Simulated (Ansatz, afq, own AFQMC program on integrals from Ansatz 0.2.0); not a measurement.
**GaH$_{3}$Se, singlet in cc-pVDZ, levels against CCSDT(Q)**

```xyz
5

Ga    0.0000    0.0192    1.4503
Se    0.0000   -0.0355   -1.3172
H     0.0000    1.4061    2.1648
H     0.0000   -1.3800    2.1407
H     0.0000    1.4277   -1.4390
```

Connectivity, by distances: GaH2–SeH.

Basis cc-pVDZ. Noble-gas cores (and the filled d shells of Ga–Kr and In–Xe) are frozen. Ansatz 0.2.0 and our own AFQMC program on the same integrals; the CISD trial comes from CCSD amplitudes, and released means the phaseless constraint is let go. ± is one standard error of the sampling. No spin–orbit coupling.

Determinant: RHF, the one that the program's search chose, which needn't be the lowest solution. The geometry is a point of a scan.

No full CI on the walks' own integrals is used here; CCSDT(Q) serves as the reference and is uncertain by about the last step of the cluster series.

Cautions: no relativity below Rb; no spin-orbit coupling; inner d shell frozen; the released energies are still falling, so no released level is given (meV from the phaseless value at times in 1/Eh: -14 ± 13 at 0.24, -10 ± 11 at 0.51, -22 ± 9 at 0.99, -28 ± 11 at 1.62, -37 ± 13 at 2.40), though the last usable value meets CCSDT(Q) within the noise.

```
T1 diagnostic                               : 0.0165
weight of the determinant in the CISD state : 0.873
size of the correlated space                : 12 electrons in 41 orbitals
```

Reference: CCSDT(Q), correlation energy -6.147 eV.

```tsv
level	E − E(reference) (kcal/mol)	share of correlation (%)
HF	141.74	0.00
MP2	25.84	81.77
CCSD	4.53	96.80
CCSD(T)	0.92	99.35
CCSDT	0.30	99.79
ph-AFQMC/HF	-1.09 ± 0.91	100.77
ph-AFQMC/CISD	0.57 ± 0.32	99.60
```

A walk keeps the symmetry of its determinant, which the program's search chose and which needn't be the lowest solution, so a lower state of the same spin and another symmetry isn't excluded.
